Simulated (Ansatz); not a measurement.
`C#CC(C)C` + SiH₄ → `C#C[SiH3]` + `CCC`  (formal exchange of groups at a C–C bond)

Calculated with Ansatz (gas phase, PBE0-D4/def2-TZVP geometries, no zero-point term in ΔE). CBS: MP2 limit from def2 TZ/QZ plus the TZ coupled-cluster correction, frozen cores. This one scheme is used for every species. DFT in def2-TZVPP. HSE06 is defined as in plane-wave codes.

```tsv
level	ΔE (kJ/mol)
r2SCAN0-D4	-47.8
HSE06-D4	-45.1
B2PLYP	-50.9
HF/def2-QZVPP	-52.4
```

**Question.** What does CCSD(T)/CBS give? (Estimate.)

**Answer.** Ansatz gave: -49.5 kJ/mol. The listed levels differ from it by 1.7, 4.4, -1.4, -2.9 kJ/mol.

Largest T1 diagnostic among the species: 0.013.

At CCSD(T), def2-SVP lies +12.6 kJ/mol from the extrapolated value and def2-TZVPP +2.0 kJ/mol. Leaving LDA and LC-ωPBE aside and taking each functional with its dispersion term where it has one, the values, not all of them listed here, spread over 7.3 kJ/mol, from B2PLYP to revPBE-D4. LDA lies +12.0 kJ/mol from PBE without D4.
